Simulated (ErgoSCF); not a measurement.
**One shape, several levels: AlH3O (SMILES [OH][AlH2])**

Aim: a comparison of 3 runs (KT3/STO-6G, B3LYP/Turbomole-SV, BHLYP/6-31++G**) of AlH3O. 

The results are computed with ErgoSCF 3.8.

7 further runs of the same task are left out: 1 that didn't finish, 6 set aside as unsound or not needed.

### Step 1. Starting point

AlH3O: 5 atoms, total charge 0, spin state singlet. As SMILES, `[OH][AlH2]`. The shape comes from GFN2-xTB, which is rough for such elements, and wasn't checked as a minimum.

Bond lengths: O1–Al2 1.635 Å, O1–H3 0.948 Å, Al2–H4 1.531 Å, Al2–H5 1.531 Å. Angles: O1–Al2–H4 120.1°, O1–Al2–H5 119.9°, Al2–O1–H3 180.0°, H4–Al2–H5 120.0°.

### Step 2. The energy at KT3/STO-6G (run 1)

run.inp

```
set_nthreads("env")
scf.output_mulliken_pop = 1
tmpdir = "."
XC.type = "LMG"
scf.max_number_of_iterations = 80
basis = "STO-6G"
molecule_inline
O  0.88221864 -1.58837150 1.00181941
Al -0.43323861 0.77669633 -0.49062959
H  1.64610263 -2.95923552 1.86689823
H  -2.16592850 0.27975506 -2.75393568
H  0.07086473 3.49115563 0.37584763
EOF
run "KT3"
```

The run is started by

```sh
ergo < run.inp
```

What it wrote:

```text
[...]
INDF Weighted mixed functional:
[...]
INSC Energy   1 =       -274.94723796199
[...]
INDE PURIFICATION CONVERGED after 32 iterations
[...]
INDE PURIFICATION CONVERGED after 27 iterations
[...]
INDE PURIFICATION CONVERGED after 24 iterations
[...]
INDE PURIFICATION CONVERGED after 24 iterations
[...]
INDE E(LUMO) - E(HOMO) <=          0.28559927451 =          7.77155220740 eV
[...]
INSC Energy  14 =       -321.27531738747  ( diff     -0.000000000061448 )
[...]
RESC CONVERGED after  14 iterations.
RESC FINAL ENERGY:       -321.27531738747
[...]
INSC SCF: dipole_moment_x [atomic units] =       0.22716409
INSC SCF: dipole_moment_y [atomic units] =      -0.41157966
INSC SCF: dipole_moment_z [atomic units] =       0.25827130
[...]
```

It took 6 s on 1 thread of Intel Xeon at 2.50GHz (Skylake/Cascade Lake), shared host; peak memory 0.27 GiB.

### Step 3. The excited states at B3LYP/Turbomole-SV (run 2)

mol.xyz

```xyz
5

O      0.466850    -0.840530     0.530140
Al    -0.229260     0.411010    -0.259630
H      0.871080    -1.565960     0.987920
H     -1.146160     0.148040    -1.457320
H      0.037500     1.847440     0.198890
```

The run is started by

```sh
ergo -m mol.xyz -e 'set_nthreads("env")' -e 'basis = "Turbomole-SV"' -e 'scf.use_diagonalization = 1' -e 'tmpdir = "."' -e 'scf.convergence_threshold = 1e-06' -e 'scf.output_mulliken_pop = 1' -e 'scf.max_number_of_iterations = 100' -e 'lr.max_iterations = 30' -e 'get_excited_state "B3LYP-G" 3'
```

What it wrote:

```text
[...]
INDF Weighted mixed functional:
[...]
INSC Energy   1 =       -159.79122627158
[...]
INDE E_LUMO =         -0.03152761727
[...]
INSC Energy  15 =       -319.34831758086  ( diff     -0.000000000002615 )
[...]
RESC CONVERGED after  15 iterations.
RESC FINAL ENERGY:       -319.34831758086
[...]
INSC SCF: dipole_moment_x [atomic units] =       0.22355831
INSC SCF: dipole_moment_y [atomic units] =      -0.40460575
INSC SCF: dipole_moment_z [atomic units] =       0.25395817
[...]
```

On the terminal:

```text
Step  1: ssize:   6 |r|=    0.0379937 shift=  0.202648
Step  2: ssize:  12 |r|=   0.00679191 shift=  0.201970
Step  3: ssize:  18 |r|=   0.00345881 shift=  0.201904
Step  4: ssize:  24 |r|=  0.000940068 shift=  0.201884
Step  5: ssize:  30 |r|=    0.0113168 shift=  0.261297
Step  6: ssize:  34 |r|=   0.00152602 shift=  0.267270
STATE 1 TRANSITION MOMENT:          -0.00109243 ENERGY             5.493540 eV
STATE 2 TRANSITION MOMENT:         -0.000106442 ENERGY             7.108333 eV
STATE 3 TRANSITION MOMENT:             0.156493 ENERGY             7.272790 eV
STATE 1 TRANSITION MOMENT:         -0.000484544 ENERGY             5.493540 eV
STATE 2 TRANSITION MOMENT:          0.000127713 ENERGY             7.108333 eV
STATE 3 TRANSITION MOMENT:             0.226841 ENERGY             7.272790 eV
STATE 1 TRANSITION MOMENT:          0.000190515 ENERGY             5.493540 eV
STATE 2 TRANSITION MOMENT:          0.000267342 ENERGY             7.108333 eV
STATE 3 TRANSITION MOMENT:             0.219116 ENERGY             7.272790 eV
Eigenvalue  1:     0.201883866 Tran.Mom.:   0.00121015638
Eigenvalue  2:     0.261226406 Tran.Mom.:  0.000314821566
Eigenvalue  3:     0.267270106 Tran.Mom.:     0.352077636
```

Run time: 17 s. Hardware: 1 thread of Intel Xeon at 2.50GHz (Skylake/Cascade Lake), shared host; peak memory 0.27 GiB.

The roots found:

```
excited state  energy (eV)  strength
            1        5.494    0.0000
            2        7.108    0.0000
            3        7.273    0.0221
```

### Step 4. The energy at BHLYP/6-31++G(d,p) (spherical functions) (run 3)

run.inp

```
set_nthreads(1)
spin_polarization = 0
scf.convergence_threshold = 1e-06
basis = "6-31++Gss"
XC.type = "Turbo"
scf.output_mulliken_pop = 1
scf.use_diagonalization = 1
tmpdir = "."
scf.max_number_of_iterations = 80
molecule_inline Angstrom
O  0.466850 -0.840530 0.530140
Al -0.229260 0.411010 -0.259630
H  0.871080 -1.565960 0.987920
H  -1.146160 0.148040 -1.457320
H  0.037500 1.847440 0.198890
EOF
run "BHandHLYP"
```

The run is started by

```sh
ergo run.inp
```

What it wrote:

```text
[...]
INDF Weighted mixed functional:
[...]
INSC Energy   1 =       -115.51676465618
[...]
INDE E_LUMO =         -0.00633238250
[...]
INSC Energy  15 =       -319.43836653609  ( diff     -0.000000000198838 )
[...]
RESC CONVERGED after  15 iterations.
RESC FINAL ENERGY:       -319.43836653609
[...]
INSC SCF: dipole_moment_x [atomic units] =       0.19292680
INSC SCF: dipole_moment_y [atomic units] =      -0.34960713
INSC SCF: dipole_moment_z [atomic units] =       0.21930515
[...]
```

Run time: 25 s. Hardware: 1 thread of Intel Xeon at 2.50GHz (Skylake/Cascade Lake), shared host; peak memory 0.27 GiB.

### Step 5. Overview of the runs

```
run                                  level     task           solver  energy (Eh)  dipole moment (D)  wall time
  1                             KT3/STO-6G   energy     purification  -321.275317               1.36        6 s
  2                     B3LYP/Turbomole-SV  excited  diagonalisation  -319.348318               1.34       17 s
  3  BHLYP/6-31++G** (spherical functions)   energy  diagonalisation  -319.438367               1.16       25 s
```

### Step 6. Outcome

| quantity | value |
| --- | --- |
| run 3: total energy | -319.43837 Eh |
| run 3: dipole moment | 1.16 D |

What this shows: The dipole moment (its size) runs from 1.16 D (BHLYP/6-31++G**) to 1.36 D (KT3/STO-6G). The two ends differ in method and basis. Totals of different functionals can't be ranked against each other. In run 1 the basis is minimal, so the values are rough. All runs together took 48 s, the longest 25 s.
